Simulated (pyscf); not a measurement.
Optimised with ωB97X-D3(BJ)/def2-SVP in PySCF.

**Question.** Estimate by transition-state theory the rate constant of Cl–InH–Cl + NH₃ → H₂N–In(Cl)–Cl + H₂ (singlet surface; H–In, H–N broken, In–N, H–H formed) at 298 K, with ωB97M-D3(BJ)/def2-TZVP energies (ideal gas, 1 atm, RRHO with modes under 100 cm⁻¹ raised to 100, one conformer, R ln 2 for rigid chiral ones; no tunnelling).

**Answer.** The electronic barrier is 24.6 kcal/mol and the thermal terms add +8.1, so ΔG‡ = 32.8 kcal/mol. With k_BT/h = 6.21e+12 s⁻¹ and RT = 0.592 kcal/mol, and a volume of 4.06e-20 cm³ per molecule at 1 atm, k = 2.5e-31 cm³ molecule⁻¹ s⁻¹. Wigner's tunnelling factor for 1344i cm⁻¹ would be 2.75, likely too low at so high a frequency. A shift of 1 kcal/mol in the barrier changes k by a factor 5.4. On the reactant side the descent ends in an adduct with a In–N contact, 29.7 kcal/mol under the separated species and 51.6 kcal/mol under the saddle at ωB97X-D3(BJ)/def2-TZVP. What is counted as formed (In–N) is already present as a longer contact in the reactant adduct; forming that adduct is a step of its own. At the saddle there is also a short H–In contact that neither side keeps. At ωB97X-D3(BJ) the barrier from the zero used here is 21.9 kcal/mol. One saddle was located; it need not be the lowest between these sides. Elements past Kr carry the def2 core potentials, without spin-orbit coupling.
